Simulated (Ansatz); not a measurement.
The pair A = C6H6 (SMILES c1ccccc1) (first 12 atoms), B = H2O (SMILES O); geometry from S66by8 set.
(charge 0, multiplicity 1):
```xyz
15

C      0.780    -0.610    -1.208
H      0.897    -1.138    -2.144
C      0.478     0.751    -1.208
H      0.357     1.278    -2.144
C      0.328     1.432     0.000
H      0.092     2.487     0.000
C      0.478     0.751     1.208
H      0.357     1.278     2.144
C      0.780    -0.610     1.208
H      0.897    -1.138     2.144
C      0.932    -1.290     0.000
H      1.169    -2.345     0.000
O     -2.786    -0.274     0.000
H     -2.621    -1.219     0.000
H     -1.899     0.098     0.000
```

Correlated levels freeze the cores. MP2 and its Hartree–Fock in aug-cc-pVQZ, aug-cc-pVTZ are density fitted.

Codes used: Ansatz (Gaussian orbitals). Values without a source in brackets are computed.

The counterpoise-corrected interaction energy is E(AB) − E(A in the pair's basis) − E(B in the pair's basis). Total energies (hartree):

```
level                          AB  A in the pair's basis  B in the pair's basis
-------------------  ------------  ---------------------  ---------------------
HF/aug-cc-pVTZ       -306.8430797           -230.7813193            -76.0602864
MP2/aug-cc-pVTZ      -308.0798646           -231.7451842            -76.3293367
HF/aug-cc-pVQZ       -306.8613552           -230.7942740            -76.0656030
MP2/aug-cc-pVQZ      -308.1672564           -231.8097440            -76.3519993
MP2/aug-cc-pVDZ      -307.8067621           -231.5404889            -76.2615287
CCSD(T)/aug-cc-pVDZ  -307.8954115           -231.6165279            -76.2745677
```

Q: Work out the counterpoise-corrected interaction energy at the basis-set limit: extrapolate the MP2 correlation part as X⁻³, take Hartree–Fock from the larger set, and add the CCSD(T) − MP2 difference of aug-cc-pVDZ.

A: 
1. Differences (1 hartree = 627.509 kcal/mol): HF/aug-cc-pVTZ -0.925; MP2/aug-cc-pVTZ -3.353; HF/aug-cc-pVQZ -0.928; MP2/aug-cc-pVQZ -3.460; MP2/aug-cc-pVDZ -2.977; CCSD(T)/aug-cc-pVDZ -2.708.
2. Correlation parts, MP2 less HF: -2.428 in aug-cc-pVTZ (X = 3), -2.532 in aug-cc-pVQZ (X = 4).
3. Limit (4³·(-2.532) − 3³·(-2.428))/(4³ − 3³) = -2.608; with HF/aug-cc-pVQZ it gives -3.535.
4. CCSD(T) less MP2 in aug-cc-pVDZ: 0.269.
Result: -3.27 kcal/mol, against -3.35 at MP2/aug-cc-pVTZ. It is an estimate of this method's limit, not of the exact value.

Ansatz is a program for electronic structure.
